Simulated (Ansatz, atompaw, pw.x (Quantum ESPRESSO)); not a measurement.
Which Pt potential is closest to all-electron in the fcc crystal?

All use PBEsol, scalar-relativistic, no spin, cutoffs from each file’s atomic test, pw.x 7.5; 14³ k-points, Fermi–Dirac smearing 0.01 Ry. Δ is the rms difference from all-electron LAPW of the E(V) curves that follow from fits to the pressures, over ±6 % in volume. Mesh and smearing are coarse and serve the comparison alone. The files are a selection: those with a ghost or negative overlap were mostly not run, and those with noisy or unconverged pressures or nearly equal Δ are left out.

All-electron: a0 = 3.920 Å (V0 = 15.06 Å³/atom), B0 = 284.6 GPa.

Q: Rank them by Δ, smallest first.
A. PAW, atompaw 4.2.0.5, PBEsol; core [Kr] 4d10, reference 4f14 5s2 5p6 5d9 6s0 6p1; waves: 5s (bound); 6s (bound, empty); 5p (bound); 6p (bound); 5d (bound); 5d channel at 2.55 Ry; 4f (bound); 4f channel at -2.25 Ry; local part: troulliermartins scheme with l = 4 at 0 Ry, radius 1.80 bohr; core correction: smooth core density matched at 1.80 bohr; augmentation: besselshape compensation charge, radius 2.10 bohr; PAW radius 2.20 bohr; waves and projectors: bloechl.
B. PAW, atompaw 4.2.0.5, PBEsol; core [Xe] 4f14, reference 5d8 6s2 6p0; waves: 6s (bound): rc 2.05 bohr; 6s channel at 0.45 Ry: rc 3.00 bohr; 6p (bound, empty): rc 3.00 bohr; 6p channel at 1.9 Ry: rc 3.00 bohr; 5d (bound): rc 2.35 bohr; 5d channel at 3.35 Ry: rc 3.00 bohr; local part: bessel scheme, radius 2.20 bohr; core correction: smooth core density matched at 2.70 bohr; augmentation: sinc compensation charge, radius 2.35 bohr; PAW radius 3.00 bohr; waves and projectors: custom rrkj gramschmidtortho.
C. PAW, atompaw 4.2.0.5, PBEsol; core [Kr] 4d10 4f14, reference 5s2 5p6 5d9 6s1 6p0; waves: 5s (bound): rc 1.05 bohr; 6s (bound): rc 1.65 bohr; 5p (bound): rc 2.05 bohr; 6p (bound, empty): rc 2.30 bohr; 5d (bound): rc 2.30 bohr; 5d channel at 0.45 Ry: rc 2.30 bohr; local part: bessel scheme, radius 1.95 bohr; core correction: smooth core density matched at 2.25 bohr; augmentation: besselshape compensation charge, radius 2.10 bohr; PAW radius 2.30 bohr; waves and projectors: custom rrkj vanderbiltortho.

A: A (1.7 meV/atom), C (8.2 meV/atom), B (41.8 meV/atom).
